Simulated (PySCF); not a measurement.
Input of a response calculation (the driver script's job line, then coordinates in Å):

```
{"job": {"kind": "uv", "xc": "CAM-B3LYP", "basis": "def2-SVPD", "ip": true}, "charge": 0, "multiplicity": 1}
O     -0.949913     1.371978    -0.497039
C     -0.712639     0.273056    -0.137861
Cl    -1.924264    -0.946732     0.159295
C      0.713231    -0.272264     0.130849
O      0.951268    -1.370719     0.490862
Cl     1.925440     0.946670    -0.167681
```

Its output, with some lines taken out ([cut]):

```
coarse grid: 7592 points
cycle   1  E = -1146.0873226837  dE =  1.269e+00  |g| = 1.219e+00  |ddm| = 3.611e+00
cycle   2  E = -1145.2917874570  dE =  7.955e-01  |g| = 2.474e+00  |ddm| = 3.984e+00
cycle   3  E = -1146.4051415081  dE = -1.113e+00  |g| = 1.050e-01  |ddm| = 2.473e+00
cycle   4  E = -1146.4066927280  dE = -1.551e-03  |g| = 7.930e-02  |ddm| = 2.977e-01
cycle   5  E = -1146.4081253195  dE = -1.433e-03  |g| = 1.163e-02  |ddm| = 1.089e-01
cycle   6  E = -1146.4081694106  dE = -4.409e-05  |g| = 3.083e-03  |ddm| = 3.072e-02
cycle   7  E = -1146.4081738288  dE = -4.418e-06  |g| = 6.740e-04  |ddm| = 1.048e-02
final grid: 68328 points
cycle   8  E = -1146.5531035694  dE = -1.076e-05  |g| = 2.363e-03  |ddm| = 2.949e-02
cycle   9  E = -1146.5531025249  dE =  1.044e-06  |g| = 3.470e-03  |ddm| = 7.557e-03
cycle  10  E = -1146.5531047328  dE = -2.208e-06  |g| = 4.008e-04  |ddm| = 3.640e-03
cycle  11  E = -1146.5531047674  dE = -3.462e-08  |g| = 1.443e-04  |ddm| = 6.293e-04
cycle  12  E = -1146.5531047723  dE = -4.913e-09  |g| = 4.804e-05  |ddm| = 3.241e-04
cycle  13  E = -1146.5531047732  dE = -8.974e-10  |g| = 8.484e-06  |ddm| = 8.469e-05
converged SCF energy = -1146.5531047732

Static polarisability (au): isotropic 57.980, principal 38.828 55.498 79.612

Singlet excitations
state   eV       nm        f      main configurations
  1   3.6389    340.7   0.00005   H->L 0.95
  2   5.1294    241.7   0.00031   H-1->L 0.96
  3   5.1418    241.1   0.00000   H-5->L 0.58, H-4->L 0.29, H->L+2 0.12
  4   5.7765    214.6   0.00000   H-4->L 0.67, H-5->L 0.30
  5   5.8603    211.6   0.00000   H-2->L 0.96
  6   6.0496    204.9   0.05966   H-3->L 0.92
[cut]
  8   7.6056    163.0   0.00002   H->L+2 0.82, H-5->L 0.11
  9   8.1079    152.9   0.00001   H-2->L+1 0.81
[cut]

[cut]
[cut]
[cut]
```

Method: TDDFT CAM-B3LYP/def2-SVPD, vertical, gas phase, core orbitals frozen in the response (PySCF 2.14.0, density-fitted response routines). Isolated species at its PBE0-D3(BJ)/def2-SVP geometry (one conformer only).

**Question.** Restore the lines that were cut, in order.

**Answer.** 
```
  7   7.5585    164.0   0.13750   H->L+1 0.68, H-1->L+1 0.17
 10   8.1995    151.2   0.30766   H-1->L+1 0.65, H->L+1 0.14
Triplet excitations (Tamm-Dancoff, eV): 3.1320 4.6273 4.7510 4.9067
Vertical ionisation energy (delta-SCF) = 11.4522 eV
Vertical electron affinity (delta-SCF) = 1.6724 eV
```

**Question.** Give the energy of state 7 in hartree, cm⁻¹ and kJ/mol.

**Answer.** 0.27777 hartree, 60963 cm⁻¹, 729.3 kJ/mol.

**Question.** How much of the mean polarisability do the listed states account for?

**Answer.** The sum over states Σ f/ΔE² (ΔE in hartree) gives 6.39 au, 11% of the total; the rest comes from higher roots of the same response equations.

**Question.** Which orbital energies lie behind H and L?

**Answer.** HOMO -10.47 eV and LUMO -2.49 eV, a gap of 7.98 eV; state 1 differs from that by -4.34 eV.

**Question.** Which species is it?

**Answer.** `O=C(Cl)C(=O)Cl` (oxalyl dichloride) (C2Cl2O2), point group C2h.

The SCF starts on a coarse grid; the energy jumps when the final grid takes over, and dE counts afresh there. H and L stand for HOMO and LUMO.

Shape of the structure used: `[O:1]=[C:2]([Cl:3])[C:4](=[O:5])[Cl:6]`: O1–C2–C4–O5 180°.
